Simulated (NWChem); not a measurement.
Molecule: Na$_{2}$; SMILES [Na][Na]

```xyz
2

Na     0.0000     0.0000    -1.5625
Na     0.0000     0.0000     1.5625
```
Atoms are numbered in this order, from 1.

Level: PBE0/def2-SVP (NWChem), optimised geometry, unscaled harmonic frequencies. 

Q: List the harmonic frequencies with IR intensities, and the thermochemistry.

A: 
```csv
frequency (cm⁻¹),IR intensity (km/mol)
160,0.0
```

The zero-point energy comes out as 0.2 kcal/mol, the thermal correction to the enthalpy at 298.15 K (with zero-point energy) is 2.7 kcal/mol and the heat capacity Cv is 6.9 cal/(mol K). The entropy at 298.15 K and 1 atm (symmetry number 2) is 54.9 cal/(mol K) and the dipole moment comes out as 0.00 D.

Rigid rotor and harmonic oscillator.
